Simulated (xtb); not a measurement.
A geometry relaxed with GFN2-xTB run with xtb, charge 0, multiplicity 2:

```xyz
5

H     -0.5062    -0.0163     0.9760
H     -0.3677    -0.9017    -0.6012
H     -0.4122     0.9066    -0.4657
C     -0.0080    -0.0336    -0.0219
O      1.2942     0.0449     0.1129
```

Problem. Write the SMILES of this molecule.

Solution. `C[O]`
